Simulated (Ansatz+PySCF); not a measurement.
A calculation with PySCF 2.14.0.

```python
from pyscf import gto, scf, mp

# the (T+d) and (D+d) sets load through basis_set_exchange
mol = gto.M(atom="""
C -0.021160 0.000000 -0.841170
P 0.566540 0.000000 0.842070
H -0.033170 0.923970 -1.406450
H -0.033170 -0.923970 -1.406450
H -0.239530 -1.097210 1.405990
H -0.239530 1.097210 1.405990
""", basis={'C': 'cc-pvtz', 'H': 'cc-pvtz', 'P': 'cc-pv(t+d)z'}, charge=0, spin=1)
mf = scf.UHF(mol)
mf.kernel()
pt = mp.MP2(mf, frozen=6).run()
print(mf.e_tot, pt.e_corr, pt.e_tot)
```

The script is written out from the run's settings.

The run gave:

```yaml
Converged: yes
Reference_energy: -380.90960 hartree
Correlation_energy: -0.30554 hartree
Total_energy: -381.21514 hartree
Spin_squared_of_the_determinant: 0.771
```
